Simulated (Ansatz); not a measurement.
# BClH₂O, SMILES OBCl: a rigid scan of one bond angle

Computed with Ansatz's Python interface.

Interactive session:
```pycon
>>> import warnings
>>> import ansatz as az
>>> from ase import Atoms
>>> warnings.simplefilter('ignore', az.DeckWarning)
>>> atoms = Atoms(['O', 'B', 'Cl', 'H', 'H'], positions=[
...     [-0.8313, -0.6096, -0.4916],
...     [0.3774, -0.0778, 0.0448],
...     [1.0258, 1.5497, -0.5196],
...     [-1.4984, -0.2043, 0.1085],
...     [0.9764, -0.7317, 0.8165],
... ])
>>> # start the scan from a relaxed geometry
>>> first = (
...     az.Crystal.molecule_from_ase(atoms).calculation()
...     .basis(gaussian='6-31G*')
...     .functional('b3lyp', dispersion='d3bj')
...     .relax(force_tolerance=0.02, max_steps=80)
... )
>>> atoms.positions = first.run(threads=1, backend='cpu').report['positions_ang']

>>> rows = []
>>> for angle in [90, 100, 110, 120, 135, 150, 165, 179]:
...     bent = atoms.copy()
...     bent.set_angle(1, 0, 3, angle, indices=[3])
...     base = (
...         az.Crystal.molecule_from_ase(bent).calculation()
...         .basis(gaussian='6-31G*')
...         .functional('b3lyp', dispersion='d3bj')
...     )
...     rows.append((angle, base.run(threads=1, backend='cpu').report['free_energy_ev']))
...
>>> floor = min(e for _, e in rows)
>>> for angle, e in rows:
...     print(f'angle B1-O0-H3 = {angle:3d} deg   {1000 * (e - floor):9.1f} meV')
...
angle B1-O0-H3 =  90 deg       349.3 meV
angle B1-O0-H3 = 100 deg       100.8 meV
angle B1-O0-H3 = 110 deg         0.0 meV
angle B1-O0-H3 = 120 deg        15.9 meV
angle B1-O0-H3 = 135 deg       189.6 meV
angle B1-O0-H3 = 150 deg       445.2 meV
angle B1-O0-H3 = 165 deg       673.1 meV
angle B1-O0-H3 = 179 deg       780.5 meV
```

Caveats:
- The settings weren't tested for convergence.
- The scan is rigid, and the energies are electronic, in a modest basis. The zero is the lowest point of the grid, which needn't be the minimum.
- b3lyp holds the VWN-RPA fit, as in Gaussian; the form of ORCA and Turbomole is b3lyp5.
- Wall time of the script: 15 s on 1 thread of Intel(R) Xeon(R) Platinum 8488C (Sapphire Rapids), on a shared host, peak memory 0.2 GiB.

(Lines on the test bed's own set-up are left out of the output.)
